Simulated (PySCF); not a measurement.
Working out the electron affinity of P

P⁻ [Ne] 3s2 3p4 (3P) → P [Ne] 3s2 3p3 (4S). All numbers are calculated (PySCF 2.14, the spin-free X2C one-electron Hamiltonian (Gaussian nucleus), in aug-cc-pVDZ-DK). Frozen: [Ne]. Energies in hartree (1 hartree = 27.21139 eV):

| part | P⁻ (lower) | P (upper) |
| --- | --- | --- |
| UHF | -341.510448 | -341.524308 |
| MP2 opposite-spin | -0.067364 | -0.048010 |
| MP2 same-spin | -0.022837 | -0.018872 |

**Question.** What does Hartree-Fock give?

**Answer.** (-341.524308) − (-341.510448) = -0.013860 hartree = -0.377 eV.

**Question.** What do MP2 and SCS-MP2 (6/5 opposite-spin, 1/3 same-spin) give?

**Answer.** The opposite-spin parts differ by 0.527 eV and the same-spin parts by 0.108 eV. MP2: -0.377 + (0.527) + (0.108) = 0.258 eV. SCS-MP2: -0.377 + 1.2 × (0.527) + (0.108)/3 = 0.291 eV.

A first-order spin-orbit estimate adds 0.012 eV to MP2 (valence), giving 0.270 eV against 0.747 eV (measured; photodetachment measurements, as compiled on the Wikipedia data page of electron affinities).

A double-zeta basis recovers only part of the correlation energy.

What remains against the reference includes basis incompleteness, the frozen core and correlation beyond second order.
